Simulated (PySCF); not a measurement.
**Functional dependence of a UV spectrum**

Species: C₄H₁₀O.
Structure used (PBE0-D3(BJ)/def2-SVP), in Å, numbered top down from 1:
```
atom  x, y, z in Å
C1     2.0005   -0.2410    0.0680
C2     0.5638   -0.6992   -0.1159
C3    -0.4582    0.3847    0.1879
C4    -1.8874   -0.1139    0.0503
O5    -0.2038    1.4546   -0.6972
H6     2.7136   -1.0348   -0.2005
H7     2.1975    0.0462    1.1137
H8     2.2046    0.6354   -0.5634
H9     0.4034   -1.0290   -1.1574
H10    0.3501   -1.5697    0.5267
H11   -0.2986    0.7160    1.2375
H12   -2.0925   -0.9428    0.7451
H13   -2.6100    0.6892    0.2695
H14   -2.0704   -0.4647   -0.9773
H15   -0.8126    2.1691   -0.4868
```

Linear-response calculations in the def2-SVPD basis (PySCF; singlets by full response, triplets Tamm–Dancoff, core orbitals frozen in the response; HF means time-dependent Hartree–Fock). 'Strongest' is the level of largest summed f among the singlets computed (10 roots, of which the last may lack a degenerate partner); it can jump between rows when another state enters that window. S1 is the lowest singlet of each run and needn't be the same state throughout; f(S1) is that of one state. Geometry: PBE0-D3(BJ)/def2-SVP, one conformer, isolated molecule.

```tsv
functional	kind	S1 (eV)	f(S1)	strongest (eV)	T1 (eV)	HOMO (eV)	gap (eV)	ionisation energy, ΔSCF (eV)
LDA	LDA	6.13	0.011	7.42	5.96	-6.36	6.06	9.89
B3LYP	global hybrid, 20% exact exchange	6.70	0.009	8.14	6.45	-7.63	7.84	10.18
PBE0	global hybrid, 25% exact exchange	6.94	0.009	8.41	6.66	-7.85	8.38	10.15
BHandHLYP	global hybrid, 50% exact exchange	7.49	0.007	9.10	7.17	-9.44	10.47	10.31
CAM-B3LYP	range-separated hybrid	7.00	0.008	8.60	6.71	-9.35	10.52	10.36
wB97X-D	range-separated hybrid	7.27	0.008	9.95	7.05	-9.80	12.00	10.28
LC-wPBE	range-separated hybrid	7.49	0.008	10.42	7.14	-10.66	12.96	10.46
HF	Hartree–Fock	8.59	0.006	11.23	8.12	-11.86	14.46	not settled
```

**Question.** What does PBE (GGA) give?

**Answer.** S1 (eV) 6.09, f(S1) 0.011, strongest (eV) 7.37, T1 (eV) 5.88, HOMO (eV) -6.24, gap (eV) 6.02, ionisation energy, ΔSCF (eV) 9.78. S1 runs from 6.09 eV (PBE) to 8.59 eV (HF), a spread of 2.50 eV, while the orbital gap spreads over 8.4 eV. Along PBE (0%), B3LYP (20%), PBE0 (25%), BHandHLYP (50%), HF (100%) S1 rises with the share of exact exchange. −ε(HOMO) comes closest to its own ΔSCF ionisation energy with LC-wPBE (+0.20 eV) and misses most with PBE (-3.54 eV). 'Not settled' means that the ion's SCF failed to converge or may have ended in another state than the lowest.
